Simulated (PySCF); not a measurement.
Isomers of C4H5N, mass 67.042 u with the commonest isotopes. Theory: PBE0/pcSseg-1 in PySCF (dipole) on a GFN2-xTB geometry, gas phase. One conformer each, none proved a minimum here; rigid rotors.

**Question.** Order these by out-of-plane moment Σ m c² = (Ia + Ib − Ic)/2, largest first.
A. pyrrole (`c1cc[nH]c1`)
B. `[CH2:1]=[CH:2][CH2:3][C:4]#[N:5]` with C1–C2–C3–C4 -118°
C. `[C-]#[N+]C1CC1` (cyclopropylisocyanide)

**Answer.** C (11.65 u·Å²), B (8.79 u·Å²), A (0.00 u·Å²).

**Question.** Order these by rotational constant C, largest first.
A. `[C-]#[N+]C1CC1` (cyclopropylisocyanide)
B. pyrrole, `c1cc[nH]c1`
C. `[CH2:1]=[CH:2][CH2:3][C:4]#[N:5]` with C1–C2–C3–C4 -118°

**Answer.** B (4625 MHz), A (3564 MHz), C (2623 MHz).

**Question.** Order these by radius of gyration √(Σ m r²/M), smallest first.
A. pyrrole, `c1cc[nH]c1`
B. cyclopropylisocyanide, `[C-]#[N+]C1CC1`
C. `[CH2:1]=[CH:2][CH2:3][C:4]#[N:5]` with C1–C2–C3–C4 -118°

**Answer.** A (1.277 Å), B (1.513 Å), C (1.733 Å).

```csv
SMILES,point group,Ia (u·Å²),Ib (u·Å²),Ic (u·Å²),κ,μa (D),μb (D),μc (D)
[C-]#[N+]C1CC1,Cs,31.51,133.58,141.79,-0.96,3.83,0.00,0.92
C=CCC#N,C1,27.98,182.26,192.65,-0.98,3.45,1.87,0.05
c1cc[nH]c1,C2v,53.86,55.40,109.26,0.89,1.98,0.01,0.00
```
